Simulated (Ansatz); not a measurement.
Species: H2N, SMILES `[NH2]` (charge 0, multiplicity 2).

**Question.** Give a relaxed geometry from r2SCAN-D4/def2-TZVP in Ansatz (an electronic-structure program).

**Answer.** the end point of this relaxation (outside a Z-matrix the atoms follow the SMILES, hydrogens last).
Z-matrix (Å, degrees):
```
N
H 1 1.0286
H 1 1.0286 2 102.69
```
